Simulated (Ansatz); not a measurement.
## AsH2⁺, triplet along the angle H2-As1-H3

Starting geometry (PBE0/def2-TZVP stationary point for this spin, not checked as a minimum):

```yaml
atoms:
  - { symbol: As, position_ang: [0.0000, -0.0191, 0.0000] }
  - { symbol: H, position_ang: [0.0000, 0.7098, -1.3240] }
  - { symbol: H, position_ang: [0.0000, 0.7098, 1.3240] }
```

From there the angle named below is changed in its plane at fixed bond lengths, both arms turning rigidly about the middle atom; atoms are numbered as listed. Energies are in eV, counted from the starting geometry at the same level.

Basis cc-pVDZ; Ansatz 0.2.0. Correlated methods freeze the noble-gas cores and the filled d shells of p-block atoms. R marks a restricted (for open shells ROHF) determinant, U an unrestricted one. Active spaces: valence = (6e, 6o) chosen from the atoms' valence shells. No spin–orbit coupling is included, and no scalar relativity.

Runs in a small pair space aren't shown, since their orbitals change along the scan.

Full CI is exact within this basis and frozen core; it isn't the basis-set limit. The frozen core follows each run's orbitals, which can shift R against U totals by a few meV for light atoms and by up to 0.1 eV past Ca.

| angle H2-As1-H3 (°) | full CI | unpaired electrons (full CI) | error RCCSD | error RCCSD(T) | error RCCSDT(Q) | error UCCSDT(Q) | error CASSCF (valence space) | error MRCISD (valence space) |
| --- | --- | --- | --- | --- | --- | --- | --- | --- |
| 67.1 | 1.818 | 2.04 | 0.019 | 0.003 | 0.000 | -0.001 | -0.029 | -0.002 |
| 87.5 | 0.649 | 2.03 | 0.006 | 0.001 | 0.000 | -0.001 | -0.011 | -0.002 |
| 107.6 | 0.103 | 2.03 | 0.001 | 0.000 | 0.000 | 0.000 | 0.000 | -0.001 |
| 119.7 | 0.002 | 2.03 | 0.000 | 0.000 | 0.000 | 0.000 | 0.000 | 0.000 |
| 122.3 | 0.000 | 2.03 | 0.000 | 0.000 | 0.000 | 0.000 | 0.000 | 0.000 |
| 139.8 | 0.137 | 2.03 | 0.002 | 0.001 | 0.000 | 0.000 | -0.002 | 0.000 |
| 161.0 | 0.561 | 2.04 | 0.008 | 0.002 | 0.000 | 0.000 | -0.013 | -0.001 |
| 180.0 | 0.830 | 2.05 | 0.014 | 0.003 | 0.000 | -0.001 | -0.020 | -0.001 |

Unpaired electrons are Σ n²(2−n)² over natural occupations. Errors are those of relative energies. In total energy the starting point itself misses full CI by: RCCSD 0.070, RCCSD(T) 0.017, RCCSDT(Q) 0.000, UCCSDT(Q) -0.011, CASSCF (valence space) 1.751, MRCISD (valence space) 0.062 eV.

Spread of the error over the points with a reference, to 180.0 ° (largest less smallest): RCCSDT(Q) 0.001, UCCSDT(Q) 0.001, MRCISD (valence space) 0.002, RCCSD(T) 0.003, RCCSD 0.019, CASSCF (valence space) 0.029 eV.
